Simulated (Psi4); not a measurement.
# BSiH5 (boranylsilane) at 3 levels

We compute a comparison of 3 runs (HF/3-21G, B3LYP/6-31G*, HSE06/def2-TZVP) of BSiH5 (boranylsilane). 

The calculation is run with Psi4 1.11.

1 further run of the same task is left out (set aside as unsound or not needed).

**1. The molecule**

BSiH5: 7 atoms, total charge 0, spin state singlet. SMILES: `B[SiH3]`. The Si2–H7 distance was set to 1.711 Å, away from the relaxed value.

Bond lengths: B1–Si2 2.010 Å, B1–H3 1.196 Å, B1–H4 1.195 Å, Si2–H5 1.492 Å, Si2–H6 1.492 Å. Angles: B1–Si2–H5 108.8°, B1–Si2–H6 108.8°, Si2–B1–H3 118.9°, Si2–B1–H4 123.6°, H5–Si2–H6 107.3°, H3–B1–H4 117.5°. A long bond or contact: Si2–H7 1.711 Å.

**2. Energy and gradient at HF/3-21G (run 1)**

Input file job.py:

```python
import psi4

psi4.set_memory(2200000000)
psi4.set_num_threads(1)
psi4.core.set_output_file('run.log', False)

mol = psi4.geometry("""
B     -0.251045    -1.269038     0.217952
Si    -0.118745     0.705262    -0.134848
H     -1.333845    -1.770638     0.303752
H      0.698555    -1.982538     0.349052
H     -0.823845     1.013362    -1.413548
H     -0.831445     1.436662     0.953252
H      1.474500     1.318800    -0.239500
symmetry c1
""")

psi4.set_options(dict(basis='3-21G', puream=True, e_convergence=1e-09, d_convergence=1e-08, scf_type='pk'))

energy_value = psi4.gradient("hf", molecule=mol)
print('gradient / Eh bohr^-1')
print(energy_value.np.round(6))
```

Command:

```
$ python job.py
```

run.log:

```text
[...]
  Running in c1 symmetry.
[...]
  Nuclear repulsion =   46.820991826101640
[...]
  Multiplicity = 1
[...]
  Nalpha       = 12
  Nbeta        = 12
[...]
    Number of basis functions: 32
[...]
   @RHF iter   1:  -314.75295567097953   -9.34267e-01   3.31365e-03 ADIIS/DIIS
[...]
   @RHF iter   9:  -314.77093539486901   -2.27374e-13   3.41867e-09 DIIS
[...]
    Orbital Energies [Eh]
    ---------------------
    Doubly Occupied:
       1A    -68.289750     2A     -7.587157     3A     -6.103162
       4A     -4.199126     5A     -4.198745     6A     -4.197946
       7A     -0.756557     8A     -0.657076     9A     -0.516666
      10A     -0.482125    11A     -0.441144    12A     -0.420957
[...]
  @RHF Final Energy:  -314.77093539486901
   => Energetics <=
    Nuclear Repulsion Energy =             46.8209918261016398
    One-Electron Energy =                -527.4830359336593801
    Two-Electron Energy =                 165.8911087126887480
    Total Energy =                       -314.7709353948689568
[...]
 Multipole Moments:
 ------------------------------------------------------------------------------------
     Multipole            Electronic (a.u.)      Nuclear  (a.u.)        Total (a.u.)
 ------------------------------------------------------------------------------------
 L = 1.  Multiply by 2.5417464519 to convert [e a0] to [Debye]
 Dipole X            :         -0.1907324            0.0610800           -0.1296524
 Dipole Y            :         -0.9961532            0.7475937           -0.2485596
 Dipole Z            :          0.1778164           -0.1336723            0.0441441
 Magnitude           :                                                    0.2837963
[...]
  -Total Gradient:
     Atom            X                  Y                   Z
    ------   -----------------  -----------------  -----------------
       1       -0.002032562238     0.011176257744    -0.001999090645
       2       -0.040072901470    -0.021529581148     0.003754456825
       3       -0.002907018199    -0.002131808538     0.000368335862
       4        0.002989008915    -0.002482472779     0.000452671476
       5       -0.001882546972    -0.001319879860     0.000553636815
       6       -0.001864062196    -0.001453371704    -0.000101316805
       7        0.045770082161     0.017740856286    -0.003028693530
[...]
```

Standard output:

```text
gradient / Eh bohr^-1
[[-0.002033  0.011176 -0.001999]
 [-0.040073 -0.02153   0.003754]
 [-0.002907 -0.002132  0.000368]
 [ 0.002989 -0.002482  0.000453]
 [-0.001883 -0.00132   0.000554]
 [-0.001864 -0.001453 -0.000101]
 [ 0.04577   0.017741 -0.003029]]
```

It took 1.9 s on 1 thread of AMD EPYC 7R43 (Zen 3), shared host; peak memory 0.17 GiB.

**3. A single-point energy at B3LYP/6-31G(d) (Cartesian functions) (run 2)**

Input file calc.py:

```python
import psi4

psi4.set_memory(2200000000)
psi4.set_num_threads(1)
psi4.core.set_output_file('output.dat', False)

m = psi4.geometry("""
0 1
B     -0.251045    -1.269038     0.217952
Si    -0.118745     0.705262    -0.134848
H     -1.333845    -1.770638     0.303752
H      0.698555    -1.982538     0.349052
H     -0.823845     1.013362    -1.413548
H     -0.831445     1.436662     0.953252
H      1.474500     1.318800    -0.239500
symmetry c1
no_reorient
no_com
""")

psi4.set_options({
    'basis': '6-31G*',
    'puream': False,
    'e_convergence': 1e-09,
    'd_convergence': 1e-08,
    'scf_type': 'pk',
    'dft_radial_points': 99,
    'dft_spherical_points': 590,
})

E, wfn = psi4.energy("b3lyp", return_wfn=True)
psi4.oeprop(wfn, "MAYER_INDICES", "DIPOLE", "WIBERG_LOWDIN_INDICES")
print(f'total energy {E:.8f} hartree = {E * 27.211386:.5f} eV')
```

Command:

```
$ python calc.py
```

output.dat:

```text
[...]
  Running in c1 symmetry.
[...]
  Nuclear repulsion =   46.820991826101640
[...]
  Multiplicity = 1
[...]
  Nalpha       = 12
  Nbeta        = 12
[...]
    Number of basis functions: 44
[...]
   @RKS iter   1:  -317.23987645417571   -6.08379e-01   5.64004e-03 DIIS/ADIIS
[...]
   @RKS iter   9:  -317.29270375027176   -8.18545e-12   7.54087e-09 DIIS
[...]
    Orbital Energies [Eh]
    ---------------------
    Doubly Occupied:
       1A    -66.127904     2A     -6.780436     3A     -5.279800
       4A     -3.638488     5A     -3.638346     6A     -3.637058
       7A     -0.555643     8A     -0.478999     9A     -0.367918
      10A     -0.353456    11A     -0.320004    12A     -0.300693
[...]
  @RKS Final Energy:  -317.29270375027176
   => Energetics <=
    Nuclear Repulsion Energy =             46.8209918261016398
    One-Electron Energy =                -529.8507437019600275
    Two-Electron Energy =                 187.3211995697616032
    DFT Exchange-Correlation Energy =     -21.5841514441749496
    Empirical Dispersion Energy =           0.0000000000000000
    VV10 Nonlocal Energy =                  0.0000000000000000
    Total Energy =                       -317.2927037502716985
[...]
 Multipole Moments:
 ------------------------------------------------------------------------------------
     Multipole            Electronic (a.u.)      Nuclear  (a.u.)        Total (a.u.)
 ------------------------------------------------------------------------------------
 L = 1.  Multiply by 2.5417464519 to convert [e a0] to [Debye]
 Dipole X            :          6.9129906           -7.0557366           -0.1427459
 Dipole Y            :         -6.9367406            6.6974275           -0.2393131
 Dipole Z            :          1.6394568           -1.5970151            0.0424417
 Magnitude           :                                                    0.2818660
[...]
```

Standard output:

```text
total energy -317.29270375 hartree = -8633.97424 eV
```

Run time: 7.5 s. Hardware: 1 thread of AMD EPYC 7R43 (Zen 3), shared host; peak memory 0.7 GiB.

**4. Energy and gradient at HSE06/def2-TZVP (run 3)**

Input file input.dat:

```
memory 2200 mb

molecule {
  0 1
  B     -0.251045    -1.269038     0.217952
  Si    -0.118745     0.705262    -0.134848
  H     -1.333845    -1.770638     0.303752
  H      0.698555    -1.982538     0.349052
  H     -0.823845     1.013362    -1.413548
  H     -0.831445     1.436662     0.953252
  H      1.474500     1.318800    -0.239500
  symmetry c1
  no_reorient
  no_com
}

set globals {
  puream true
  e_convergence 1e-09
  d_convergence 1e-08
  scf_type pk
  dft_radial_points 99
  dft_spherical_points 590
}

e, wfn = gradient("hse06/def2-TZVP", return_wfn=True)
oeprop(wfn, "MAYER_INDICES", "LOWDIN_CHARGES", "DIPOLE", title="HSE06")
```

Command:

```
$ psi4 -i input.dat -o output.dat -n 1
```

output.dat:

```text
[...]
  Running in c1 symmetry.
[...]
  Nuclear repulsion =   46.820991826101640
[...]
  Multiplicity = 1
[...]
  Nalpha       = 12
  Nbeta        = 12
[...]
    Number of basis functions: 98
[...]
   @RKS iter   1:  -317.05085134156724   -5.38026e-01   4.17937e-03 DIIS/ADIIS
[...]
   @RKS iter  10:  -317.14726696499565   -2.61480e-12   2.54399e-09 DIIS
[...]
    Orbital Energies [Eh]
    ---------------------
    Doubly Occupied:
       1A    -66.235065     2A     -6.795929     3A     -5.308818
       4A     -3.642482     5A     -3.642269     6A     -3.641261
       7A     -0.556825     8A     -0.478398     9A     -0.365442
      10A     -0.348381    11A     -0.315188    12A     -0.297825
[...]
  @RKS Final Energy:  -317.14726696499565
   => Energetics <=
    Nuclear Repulsion Energy =             46.8209918261016398
    One-Electron Energy =                -530.0083224091413285
    Two-Electron Energy =                 186.5192962091265940
    DFT Exchange-Correlation Energy =     -20.4792325910825639
    Empirical Dispersion Energy =           0.0000000000000000
    VV10 Nonlocal Energy =                  0.0000000000000000
    Total Energy =                       -317.1472669649956515
[...]
  -Total Gradient:
     Atom            X                  Y                   Z
    ------   -----------------  -----------------  -----------------
       1       -0.001675969845     0.000333600738    -0.000059961590
       2       -0.041307180727    -0.015869311566     0.002737811784
       3        0.000130832859    -0.000545052878     0.000095835542
       4        0.000365704350    -0.000233596302     0.000041095415
       5       -0.001286460727    -0.000460864076    -0.000266792606
       6       -0.001272796657    -0.000360520240     0.000374848843
       7        0.045047266247     0.017137273561    -0.002923097371
[...]
 Multipole Moments:
 ------------------------------------------------------------------------------------
     Multipole            Electronic (a.u.)      Nuclear  (a.u.)        Total (a.u.)
 ------------------------------------------------------------------------------------
 L = 1.  Multiply by 2.5417464519 to convert [e a0] to [Debye]
 Dipole X            :          6.9402864           -7.0557366           -0.1154501
 Dipole Y            :         -6.9045334            6.6974275           -0.2071059
 Dipole Z            :          1.6337615           -1.5970151            0.0367464
 Magnitude           :                                                    0.2399414
[...]
```

Run time: 48 s. Hardware: 1 thread of AMD EPYC 7R43 (Zen 3), shared host; peak memory 0.98 GiB.

**5. Overview of the runs**

| run | level | task | Cartesian functions | energy (Eh) | dipole moment (D) | HOMO energy (eV) | LUMO energy (eV) | wall time |
| --- | --- | --- | --- | --- | --- | --- | --- | --- |
| 1 | HF/3-21G | gradient | no | -314.770935 | 0.72 | -11.45 | 1.31 | 1.9 s |
| 2 | B3LYP/6-31G* (Cartesian functions) | energy | yes | -317.292704 | 0.72 | -8.18 | -2.44 | 7.5 s |
| 3 | HSE06/def2-TZVP | gradient | no | -317.147267 | 0.61 | -8.10 | -2.93 | 48 s |

**6. What came out**

```
                       quantity          value
            run 3: total energy  -317.14727 Eh
           run 3: dipole moment         0.61 D
             run 3: HOMO energy       -8.10 eV
             run 3: LUMO energy       -2.93 eV
           run 3: HOMO–LUMO gap        5.18 eV
run 3: largest force on an atom     2.483 eV/Å
```

In words: The dipole moment (its size) runs from 0.61 D (HSE06/def2-TZVP) to 0.72 D (HF/3-21G). The two ends differ in method and basis. The HOMO–LUMO gap runs from 5.18 eV (HSE06/def2-TZVP) to 12.76 eV (HF/3-21G). Totals of different functionals can't be ranked against each other. All runs together took 57 s, the longest 48 s.
